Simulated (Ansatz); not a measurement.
## Worked example: a bond strength in NO (nitric oxide)

The species is NO (2 atoms), meant as a doublet with charge 0. SMILES: `[N]=O`. Geometry: optimised at wB97X-V/def2-SVP.

```xyz
2

N    -0.4858    0.1778   -0.2451
O     0.4858   -0.1778    0.2451
```

Wanted: the dissociation energy of the O2–N1 bond into triplet O and quartet N (shapes relaxed at wB97X-V/def2-SVP, no zero-point term). 1 Eh = 2625.50 kJ/mol = 27.2114 eV. Totals in Eh; open shells run unrestricted unless said.

| level | program | NO | triplet O | quartet N |
| --- | --- | --- | --- | --- |
| UBLYP/def2-TZVPP | Ansatz | -129.939385 | -75.085143 | -54.589398 |
| U-wB97M-V/def2-TZVPP | Ansatz | -129.916189 | -75.077171 | -54.592608 |
| UCAM-B3LYP/def2-TZVPP | Ansatz | -129.903092 | -75.073255 | -54.582631 |

Problem. Work out the dissociation energy at each level.

Solution. 
1. UBLYP/def2-TZVPP: (-75.085143) + (-54.589398) − (-129.939385) = 0.264844 Eh = 695.3 kJ/mol = 7.21 eV.
2. U-wB97M-V/def2-TZVPP: (-75.077171) + (-54.592608) − (-129.916189) = 0.246410 Eh = 646.9 kJ/mol = 6.71 eV.
3. UCAM-B3LYP/def2-TZVPP: (-75.073255) + (-54.582631) − (-129.903092) = 0.247206 Eh = 649.0 kJ/mol = 6.73 eV.

The levels span 647 to 695 kJ/mol; no measured value is set beside them. A bond enthalpy at 298 K also holds the loss of zero-point energy and thermal terms.
